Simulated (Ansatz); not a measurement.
**H₅NSSi (built from SMILES N[SiH2]S): a barrier at many levels of theory**

Aim: the barrier and energy of one elementary step (N2–H4 formed, Si1–N2 loosened, S3–H4 broken) from LDA up to coupled cluster, on fixed structures, to see where each rung fails.

Computed with Ansatz 0.2.0, Gaussian basis. Level: single points in def2-TZVPP on PBE0-D4/def2-TZVP structures.

Levels: SPW92, PBE-D4, BLYP-D4, r2SCAN-D4, B97M-V, PBE0-D4, B3LYP-D4, r2SCAN0-D4, BHLYP-D4, CAM-B3LYP-D4, wB97X-V, wB97M-V, B2PLYP, PBE-QIDH, RPA on PBE, Hartree-Fock, MP2, CCSD, CCSD(T). The reference is CCSD(T) at the basis limit, from triple and quadruple zeta. Zero-point energies come from PBE0-D4 vibrations.

Correlated methods freeze the cores. B3LYP uses VWN-RPA correlation. B2PLYP carries no dispersion term here.

13 further runs of the same task are left out: 13 set aside as unsound or not needed.

**1. The three structures**

Charge 0, multiplicity 1. The folders r, ts and p hold the start, the saddle and the end; their coordinates stand in the first inputs.

```csv
pair,r (Å),ts (Å),p (Å)
N2–H4,3.439,1.340,1.017
Si1–N2,1.710,1.834,1.962
S3–H4,1.344,1.676,3.201
```

**2. wB97M-V/def2-TZVPP**

r/in.yaml

```yaml
crystal:
  periodic: [false, false, false]
  atoms:
    - {symbol: Si, position_ang: [-0.579802, -0.238266, -0.107493]}
    - {symbol: N, position_ang: [0.074879, 1.031644, 0.832112]}
    - {symbol: S, position_ang: [0.573395, -0.942216, -1.777103]}
    - {symbol: H, position_ang: [1.572362, -1.441712, -1.030065]}
    - {symbol: H, position_ang: [-1.824225, 0.215120, -0.771847]}
    - {symbol: H, position_ang: [-0.819023, -1.354882, 0.838065]}
    - {symbol: H, position_ang: [0.321077, 1.912432, 0.409284]}
    - {symbol: H, position_ang: [0.681437, 0.817880, 1.607147]}
basis:
  gaussian: {orbitals: def2-TZVPP}
hamiltonian: {xc: {name: wB97M-V}}
```

ts/in.yaml

```yaml
crystal:
  periodic: [false, false, false]
  atoms:
    - {symbol: Si, position_ang: [-0.708995, -0.490938, -0.221950]}
    - {symbol: N, position_ang: [0.561812, 0.659066, 0.430045]}
    - {symbol: S, position_ang: [0.675916, -1.335627, -1.485812]}
    - {symbol: H, position_ang: [1.188068, -0.090968, -0.487415]}
    - {symbol: H, position_ang: [-1.812989, 0.337368, -0.772955]}
    - {symbol: H, position_ang: [-1.235798, -1.266280, 0.931232]}
    - {symbol: H, position_ang: [0.467684, 1.645502, 0.216608]}
    - {symbol: H, position_ang: [0.864402, 0.541878, 1.390347]}
basis:
  gaussian: {orbitals: def2-TZVPP}
hamiltonian: {xc: {name: wB97M-V}}
```

p/in.yaml

```yaml
crystal:
  periodic: [false, false, false]
  atoms:
    - {symbol: Si, position_ang: [-0.690155, -0.640926, -0.369832]}
    - {symbol: N, position_ang: [0.605247, 0.615315, 0.399806]}
    - {symbol: S, position_ang: [0.170135, -1.325869, -2.012462]}
    - {symbol: H, position_ang: [1.468369, 0.096375, 0.544579]}
    - {symbol: H, position_ang: [-1.833417, 0.321573, -0.384456]}
    - {symbol: H, position_ang: [-0.852859, -1.457684, 0.871184]}
    - {symbol: H, position_ang: [0.797612, 1.314157, -0.314224]}
    - {symbol: H, position_ang: [0.335169, 1.077059, 1.265504]}
basis:
  gaussian: {orbitals: def2-TZVPP}
hamiltonian: {xc: {name: wB97M-V}}
```

The command line of these runs was not kept.

The runs that follow: CCSD(T)/def2-TZVPP; MP2/def2-QZVPP; Vibrations of the start structure; Vibrations of the end structure.

Q: Predict the outcome of this session. Wanted: barrier, CCSD(T)/CBS; reverse barrier, CCSD(T)/CBS; step energy, CCSD(T)/CBS; barrier with zero-point energy; step energy with zero-point energy; imaginary mode at the saddle; largest T1 diagnostic.

As calculated:

```
                          quantity         value
              barrier, CCSD(T)/CBS  120.6 kJ/mol
      reverse barrier, CCSD(T)/CBS   72.2 kJ/mol
          step energy, CCSD(T)/CBS  +48.4 kJ/mol
    barrier with zero-point energy  116.7 kJ/mol
step energy with zero-point energy  +62.3 kJ/mol
      imaginary mode at the saddle    1363i cm⁻¹
             largest T1 diagnostic         0.012
```

In words: B2PLYP is the best functional here (+0.2 kJ/mol from CCSD(T)/CBS); SPW92 is the worst (-42.5 kJ/mol). Mean unsigned error by rung: LDA 42.5, GGA 18.7, meta-GGA 11.1, hybrid 9.0, range-separated hybrid 3.8, double hybrid 2.3 kJ/mol. PBE-D4 gives a barrier 26.4 kJ/mol too low, outside chemical accuracy (1 kcal/mol, 4.2 kJ/mol). Every functional without exact exchange puts the forward barrier too low. The barrier rises with the share of exact exchange, from BLYP-D4 through B3LYP-D4 to BHLYP-D4 (-11.0, -1.0, +15.9 kJ/mol). Hartree-Fock, with no correlation, is off by +50.0 kJ/mol. Zero-point motion lowers the barrier by 4.0 kJ/mol.
